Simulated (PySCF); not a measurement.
Compound: C3H5FS.
SMILES: `C=C(F)SC`

The closed-shell SCF was solved with PySCF and density fitting under several settings on one GFN2-xTB geometry (grid level 2 and gas phase unless stated).

```tsv
settings	basis functions	SCF cycles	E (Eh)	HOMO (eV)	LUMO (eV)	dipole (D)
PBE0/pcSseg-1	117	13	-614.9085	-6.39	0.42	0.96
PBE0/def2-SVPD	150	13	-614.6798	-6.40	0.11	0.89
B97-D/6-31++G**, fitting basis def2-universal-jkfit	124	11	-615.1912	-5.20	-0.84	1.05
PW91/def2-SVPD, energy threshold 1e-11 Eh	150	13	-614.9704	-5.34	-0.89	0.96
B97-2/pcSseg-1, grid level 1	117	10	-615.2428	-6.16	0.37	0.96
wB97X/pcSseg-1	117	13	-615.2304	-8.69	2.62	0.90
OLYP/def2-TZVPP, grid level 1	236	12	-615.3730	-5.05	-0.56	1.03
BHandHLYP/pcSseg-1	117	12	-615.1651	-7.39	1.48	0.89
```

Problem. Estimate the row for these settings: revPBE/def2-SVPD.

Solution. 
```tsv
settings	basis functions	SCF cycles	E (Eh)	HOMO (eV)	LUMO (eV)	dipole (D)
revPBE/def2-SVPD	150	15	-614.9198	-5.23	-0.72	0.97
```

Problem. Over all rows, what range does the HOMO–LUMO gap span?

Solution. From 4.36 eV (B97-D/6-31++G**, fitting basis def2-universal-jkfit) to 11.31 eV (wB97X/pcSseg-1). The functional of the narrowest has no exact exchange, that of the widest range-separated exact exchange.

Problem. Compare two rows with the functional PBE0: PBE0/pcSseg-1 and PBE0/def2-SVPD. Which energy is lower, and by how much?

Solution. PBE0/pcSseg-1 (117 functions) lies 0.2287 Eh or 144 kcal/mol below PBE0/def2-SVPD (150 functions). The smaller set gives the lower energy; the two sets aren't nested, so the variational bound doesn't order them by size.

B97-D ran without the empirical dispersion term, which would shift the total energy alone. Cycle counts include a coarse-grid stage where the run had one. All basis functions are spherical, in the Pople sets too.

Conformer computed: `[CH2:1]=[C:2]([F:3])[S:4][CH3:5]`: C1–C2–S4–C5 180°.

One conformer stands for the species.
